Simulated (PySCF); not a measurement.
# Name the molecule from its bond curve

A diatomic of charge 0 contains S. Its doublet curve at PBE0 in a double-zeta basis (no relativity, PySCF), in eV from the separated fragments:

R (Å), E (eV) and a bar:
```
    1.822     -2.482 ##############################
    1.907     -3.140 #############
    1.992     -3.498 ####
    2.055     -3.622 #
    2.119     -3.654 
    2.183     -3.618 #
    2.267     -3.495 ####
    2.373     -3.269 ##########
    2.500     -2.949 ##################
    2.670     -2.510 #############################
```

The fit gives ωe = 566 cm⁻¹ and the rotational constant Bₑ = 0.2578 cm⁻¹.

Task: Which atom is the partner?

Result: The minimum lies at 2.114 Å, so the reduced mass is 16.8576 u Å² cm⁻¹/(Bₑ·Re²) = 14.63 u. With S at 31.97 u the partner weighs about 27.0 u: Al. The molecule is AlS.

3-21G is very small, so such numbers show the basis as much as the molecule. The state is the lowest determinant that a PBE0 search found; another state may lie lower at other levels.
